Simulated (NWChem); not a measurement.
Program: NWChem. System: methylamine (CH$_{5}$N), charge 0, spin multiplicity 1, at a geometry optimised with PBE0/def2-SVP. Level: CCSD(T)/def2-TZVP, 2 core orbitals frozen.

Job file:

```
start mol
memory heap 100 mb stack 700 mb global 1900 mb
geometry units angstroms nocenter noautoz
  C     -0.087363     0.690401     0.000000
  N      0.196785    -0.727851     0.000000
  H      0.373004     1.164010    -0.881725
  H      0.373004     1.164010     0.881725
  H     -1.160601     0.977078     0.000000
  H     -0.219363    -1.176274    -0.813321
  H     -0.219363    -1.176274     0.813321
  symmetry group Cs
end
basis spherical
  * library def2-tzvp
end
scf
  rhf
  nopen 0
  maxiter 100
  thresh 1e-7
  semidirect memsize 60000000 filesize 0
end
tce
  freeze core 2
  ccsd(t)
  2eorb
  2emet 13
  thresh 1e-6
  maxiter 100
  tilesize 24
end
task tce energy
```

Output (cleaned and shortened):

```
             Northwest Computational Chemistry Package (NWChem) 7.3.0
             --------------------------------------------------------

                                NWChem Input Module
                                -------------------

 Scaling coordinates for geometry "geometry" by  1.889725989
 (inverse scale =  0.529177249)

 Turning off AUTOSYM since
 SYMMETRY directive was detected!

                             Geometry "geometry" -> ""
                             -------------------------

 Output coordinates in angstroms (scale by  1.889725989 to convert to a.u.)

  No.       Tag          Charge          X              Y              Z
 ---- ---------------- ---------- -------------- -------------- --------------
    1 C                    6.0000    -0.08736300     0.69040100     0.00000000
    2 N                    7.0000     0.19678500    -0.72785100     0.00000000
    3 H                    1.0000     0.37300400     1.16401000    -0.88172500
    4 H                    1.0000     0.37300400     1.16401000     0.88172500
    5 H                    1.0000    -1.16060100     0.97707800     0.00000000
    6 H                    1.0000    -0.21936300    -1.17627400    -0.81332100
    7 H                    1.0000    -0.21936300    -1.17627400     0.81332100

 Effective nuclear repulsion energy (a.u.)      42.0591031738

            Nuclear Dipole moment (a.u.)
            ----------------------------
        X                 Y               Z
 ---------------- ---------------- ----------------
    -0.0000037795    -0.0000018897     0.0000000000

      Symmetry information
      --------------------

 Group name             Cs
 Group number              2
 Group order               2
 No. of unique centers     5

      Symmetry unique atoms

     1    2    3    5    6


 Summary of "ao basis" -> "" (spherical)
 ------------------------------------------------------------------------------
       Tag                 Description            Shells   Functions and Types
 ---------------- ------------------------------  ------  ---------------------
 *                         def2-tzvp                  on all atoms
[...]
     T(I) DIIS level shift : 0.00D+00
   CC-T/L Amplitude update :  5-th order DIIS
                I/O scheme : Global Array Library
        L-threshold :  0.10D-05
        EOM-threshold :  0.10D-05
 no EOMCCSD initial starts read in
 TCE RESTART OPTIONS
 SLICE:      F
 D4D5:       F
 quantumc:   F
 qrotation:  F
 pwtce:      F
 qducc:      F
 nacto:                         0
 nrotv:                         0
 nrot:                          0

            Memory Information
            ------------------
          Available GA space size is     249028336 doubles
          Available MA space size is     104853164 doubles

 Maximum block size supplied by input
 Maximum block size        24 doubles

 tile_dim =     18

 -------------------------------------------------
   1    alpha     a'     5 doubles       0       1
   2    alpha     a"     2 doubles       5       2
   3    beta      a'     5 doubles       7       1
   4    beta      a"     2 doubles      12       2
   5    alpha     a'    17 doubles      14       5
   6    alpha     a'    17 doubles      31       6
   7    alpha     a'    18 doubles      48       7
   8    alpha     a"    15 doubles      66       8
   9    alpha     a"    16 doubles      81       9
  10    beta      a'    17 doubles      97       5
  11    beta      a'    17 doubles     114       6
  12    beta      a'    18 doubles     131       7
  13    beta      a"    15 doubles     149       8
  14    beta      a"    16 doubles     164       9

 Global array virtual files algorithm will be used

 Parallel file system coherency ......... OK

 4-electron integrals stored in orbital form

 v2    file size   =          6497534
 4-index algorithm nr.  13 is used
 imaxsize =       30
 imaxsize ichop =        0


CCSD iterations
 ---------------------------------------------------------
 Iter          Residuum       Correlation     Cpu    Wall
 ---------------------------------------------------------
    1   0.1598725921650  -0.3894942222583     0.6     0.6
    2   0.0416419591856  -0.4071373621925     0.6     0.6
    3   0.0147766538309  -0.4136873151450     0.7     0.7
    4   0.0059263579091  -0.4150884090221     0.7     0.7
    5   0.0025389423293  -0.4156497090967     0.7     0.7
    6   0.0005291794667  -0.4159406031134     0.7     0.7
    7   0.0001989624418  -0.4159795855835     0.6     0.6
    8   0.0000957315601  -0.4159774079275     0.6     0.6
    9   0.0000479814083  -0.4159780385356     0.6     0.6
   10   0.0000268019190  -0.4159784681310     0.6     0.6
   11   0.0000085708357  -0.4159787362391     0.6     0.6
   12   0.0000042277638  -0.4159791237665     0.6     0.6
   13   0.0000026347773  -0.4159791655012     0.6     0.6
   14   0.0000016413449  -0.4159791604868     0.6     0.6
   15   0.0000010622150  -0.4159791564725     0.6     0.6
   16   0.0000001692132  -0.4159791375918     0.6     0.6
 -----------------------------------------------------------------
 Iterations converged
 CCSD correlation energy / hartree =        -0.415979137591822
 CCSD total energy / hartree       =       -95.669303312715428

 Singles contributions

 Doubles contributions
 CCSD(T)
 Using plain CCSD(T) code
             total no. of tasks          295
 total no. of tasks / no. procs          295
                         wl_min        27000           5.5
                         wl_max       729000           9.5
        thresh for no. of tasks          295

 CCSD[T]  correction energy / hartree =        -0.014224448460128
 CCSD[T] correlation energy / hartree =        -0.430203586051950
 CCSD[T] total energy / hartree       =       -95.683527761175554
 CCSD(T)  correction energy / hartree =        -0.013838882746446
 CCSD(T) correlation energy / hartree =        -0.429818020338268
 CCSD(T) total energy / hartree       =       -95.683142195461869

 Task  times  cpu:       37.6s     wall:       37.6s

 Total times  cpu:       37.7s     wall:       37.7s
```
